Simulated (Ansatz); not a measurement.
Atomisation energy: 5 cases among radicals of boron compounds, in kcal/mol, species as SMILES. Set-up: non-relativistic; no spin-orbit coupling; dispersion terms only where a functional's name holds one; 6-31G* and kin with 6d, 5d where marked; open shells spin-unrestricted; atomisation electronic, to ground-state atoms; frozen cores in correlated levels. CBS(X,Y): correlation extrapolated as X^-3; Hartree-Fock from the larger set. The bracket is a focal-point correction in the basis named. First-principles rows: single points at B3LYP-D3(BJ) geometries (Ansatz, an electronic-structure program). A UHF reference is markedly spin-contaminated in at least one set, which strains HF and MP2.

Coupled cluster (Ansatz) is a level with limits of its own, used here on species with T1 under 0.025 (0.045 for open shells) and stable references: (a) RI-MP2/CBS(aug-cc-pV(T+d)Z,aug-cc-pV(Q+d)Z)+[CCSD(T)-MP2]/aug-cc-pV(T+d)Z; (b) RI-MP2/CBS(cc-pV(T+d)Z,cc-pV(Q+d)Z)+[CCSD(T)-MP2]/cc-pV(T+d)Z; (c) CCSD(T)/CBS(aug-cc-pV(T+d)Z,aug-cc-pV(Q+d)Z); (d) CCSD(T)/CBS(cc-pV(T+d)Z,cc-pV(Q+d)Z).

```
species      atoms  coupled cluster  difference of MP2/6-31G* (Ansatz)  difference of PBE/STO-3G (Ansatz)  difference of MP2/STO-3G (Ansatz)  difference of MP2/3-21G (Ansatz)  difference of B3LYP/def2-TZVPD (Ansatz)  difference of wB97X-V/def2-TZVPD (Ansatz)
-----------  -----  ---------------  ---------------------------------  ---------------------------------  ---------------------------------  --------------------------------  ---------------------------------------  -----------------------------------------
[B]=N (BNH)      3        235.5 (c)                              -17.7                               41.0                              -19.8                             -36.2                                      5.1                                        0.1
[B](Cl)Cl        3        203.1 (d)                               -2.6                               49.7                               -1.8                             -51.8                                     -2.4                                        1.9
F[B]F            3        295.4 (d)                                5.0                               52.6                              -38.5                             -26.7                                     -0.1                                       -1.1
F[B]B(F)F        5        525.0 (b)                                7.7                              117.5                              -40.4                             -39.2                                      1.8                                        2.8
O[B]O            5        468.9 (a)                              -29.9                               42.5                              -79.7                             -82.4                                     -1.5                                       -3.1
```

```tsv
level	cases	mean signed difference	mean absolute difference	median absolute difference	largest absolute difference
MP2/6-31G* (Ansatz)	5	-7.50	12.58	7.70	29.9
PBE/STO-3G (Ansatz)	5	60.66	60.66	49.70	117.5
MP2/STO-3G (Ansatz)	5	-36.04	36.04	38.50	79.7
MP2/3-21G (Ansatz)	5	-47.26	47.26	39.20	82.4
B3LYP/def2-TZVPD (Ansatz)	5	0.58	2.18	1.80	5.1
wB97X-V/def2-TZVPD (Ansatz)	5	0.12	1.80	1.90	3.1
```

MP2/6-31G* lies above in 2 of 5 cases and within 2 kcal/mol in 0; mean signed difference -7.50 kcal/mol, mean absolute 12.58 kcal/mol (8.43 over the 3 cases of up to 3 atoms, 18.80 over the larger). These figures hold for the species listed.

How the rows were picked: cases drawn at random among the computed members of the class with clean coupled-cluster diagnostics. The batch they came from held 11 cases of this property in the class: 0 with a tabulated value, 11 with clean coupled cluster alone, 0 with neither, which enter no statistics. The levels are drawn from those run on every case listed, the commonest habits more often. No case is left out for the size of its miss. Left out are saddle points of the reference geometry, anions that the best level run finds unbound, excited spin states, species near biochemistry, 298 K rows of species without real B3LYP wavenumbers, cases with under five habitual levels, runs that failed or that the program found above a lower state of the same kind, table entries that another table contradicts, and a share of species set aside by lot.
